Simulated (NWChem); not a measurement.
**Total energies of CS**

SMILES: [C-]#[S+]
```xyz
2

C      0.0000     0.0000     1.1192
S      0.0000     0.0000    -0.4197
```
Charge 0, spin multiplicity 1.

Program: NWChem. All single points use one geometry, from B3LYP/def2-SVP, a minimum by its harmonic frequencies.

Basis set: def2-QZVP (127 functions).

```json
[
 {"method": "RHF", "total energy (Ha)": "-435.36121", "relative cost": "1"},
 {"method": "MP2", "total energy (Ha)": "-435.68685", "relative cost": "under 3"},
 {"method": "B2PLYP", "total energy (Ha)": "-436.10622", "relative cost": "under 3"},
 {"method": "PBE", "total energy (Ha)": "-436.03596", "relative cost": "under 3"},
 {"method": "B3LYP", "total energy (Ha)": "-436.27211", "relative cost": "under 3"},
 {"method": "PBE0", "total energy (Ha)": "-436.06061", "relative cost": "under 3"},
 {"method": "CCSD(T)", "total energy (Ha)": "-435.72248", "relative cost": "60"}
]
```

Total energies of different functionals aren't comparable as a measure of quality: only differences taken within one method are. The cost column gives rough processor time relative to RHF; each entry includes its own SCF.

The correlated methods keep 6 core orbitals frozen. B3LYP has NWChem's definition, with VWN1-RPA local correlation. The structure started from a generated list of species. No row is a measurement; the coupled-cluster row has its own basis-set and correlation limits.
